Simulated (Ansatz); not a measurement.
# How the elastic constant C44 of zinc-blende GaN (metastable phase) moves with the method

No measured value is used here.

```csv
level (code),value (GPa),cell (Å³/atom)
LDA (Ansatz),161,11.05
PBE (Ansatz),(withheld),11.76
r²SCAN (Ansatz),161,11.37
```

Question: Fill in the missing entries.

Answer: 
- PBE (Ansatz, a quantum-chemistry and plane-wave program), value (GPa): 145

Each level is taken at its own relaxed cell. Cutoffs differ between the levels. Ansatz's density-functional and Hartree–Fock values are scalar-relativistic unless marked +SOC, with PAW data made under PBE.
